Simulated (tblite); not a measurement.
Species: C5H9F.
SMILES with atom numbers: `[CH2:1]=[CH:2][C@H:3]([CH3:4])[CH2:5][F:6]` (hydrogens: H7, H8 on C1; H9 on C2; H10 on C3; H11, H12, H13 on C4; H14, H15 on C5)

Computed with GFN2-xTB (tblite), gas phase: nudged elastic band of 9 images (0 to 8), spring 0.2 eV/Å², climbing image at the end, force threshold 0.05 eV/Å. The top image wasn't refined or checked by frequencies; at this threshold it can lie a kcal/mol or more above the true saddle point of the method.

The band describes a rotation about C3–C5 (allylic carbon, sp3 C–F carbon), followed by the dihedral C2–C3–C5–F6, from the optimised start (61°) to a second optimised geometry at -173°.

Task: Give the energy profile along the converged band.

Result: 
| image | dihedral (°) | E (kcal/mol) | C3–C5 (Å) | C2···F6 (Å) | largest true force (eV/Å) |
| --- | --- | --- | --- | --- | --- |
| 0 | 61 | 0.00 | 1.532 | 2.89 | 0.00 |
| 1 | 79 | 0.64 | 1.535 | 3.08 | 0.06 |
| 2 | 95 | 1.85 | 1.540 | 3.25 | 0.07 |
| 3 | 111 | 2.79 | 1.545 | 3.40 | 0.04 |
| 4 | 127 | 2.93 | 1.545 | 3.52 | 0.05 |
| 5 | 142 | 2.19 | 1.542 | 3.61 | 0.07 |
| 6 | 158 | 0.95 | 1.536 | 3.67 | 0.08 |
| 7 | 173 | -0.11 | 1.532 | 3.69 | 0.05 |
| 8 | -173 | -0.48 | 1.530 | 3.68 | 0.01 |

Barriers of this band. The top is image 4 at 127°: 2.93 kcal/mol forward and 3.41 kcal/mol back; the end lies 0.48 kcal/mol below the start. The central bond is 0.013 Å longer at the top than at the start.

Task: What rate follows at 298 K for crossing this barrier forward?

Result: Taking the electronic barrier for the free energy of activation (no zero-point or entropy terms, transmission 1), rate = (kT/h)·exp(−ΔE/kT) ≈ 4 × 10^10 s⁻¹, whose inverse is 2 × 10^-11 s. An error of 1 kcal/mol in the barrier changes this by a factor of 5, and the method and the loose band can each miss by that much or more.

Task: How would the two end points share their population at 298 K, from these energies alone?

Result: exp(−ΔE/kT) with ΔE = 0.021 eV gives 0.44 for the higher one (start) against 1 for the lower, without vibrational, rotational or degeneracy terms. GFN2-xTB can put conformers this close in the wrong order.

Task: How long is the path, and how are the images spaced?

Result: Cartesian distances between aligned neighbours (all atoms, Å): 0.57, 0.51, 0.51, 0.50, 0.50, 0.50, 0.49, 0.45; the sum is 4.03 Å, and the top lies 52 % of the way along.

The cost below is that of the whole band run. The run took 1.8 s of wall time on Intel Xeon Platinum 8488C, one thread, on a shared host, and the process peaked at 0.18 GiB of memory.
